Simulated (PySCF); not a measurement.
## Working with the constants of AlC

UHF-CCSD(T) constants of AlC, ⁴Σ⁻ (quartet), unpaired electrons σ ↑, π ↑↑ (PySCF, no relativity, basis sets Al def2-SVPD, C def2-SVPD; masses 26.9815 and 12.0000 u):

- ωe: 639.0 cm⁻¹
- ωexe: 4.09 cm⁻¹
- Be: 0.51526 cm⁻¹
- αe: 0.00498 cm⁻¹
- D (centrifugal): 1.34e-06 cm⁻¹
- De to Al + C: 3.26 eV

Give the vibrational terms G(v) and spacings up to v = 6.

G(v) = ωe(v+½) − ωexe(v+½)².

```csv
v,G(v) (cm⁻¹),G(v) − G(v−1),Bv (cm⁻¹)
0,318,,0.5128
1,949,631,0.5078
2,1572,623,0.5028
3,2186,614,0.4978
4,2793,606,0.4929
5,3391,598,0.4879
6,3981,590,0.4829
```

How well does the Morse estimate ωe²/(4ωexe) reproduce De, and what is D0?

It gives 3.09 eV, 95 % of the computed De. D0 = De − G(0) = 3.26 − 0.04 = 3.22 eV.

Correlated steps freeze 6 core orbitals. Correlated levels converge slowly with the basis: in double zeta they bind strong bonds too weakly, by up to about 1 eV, and carry superposition errors of some tenths. The CCSD T1 diagnostic is raised, a sign that a single reference may not be enough here. The state was picked by a PBE0 search and need not be the measured ground state.
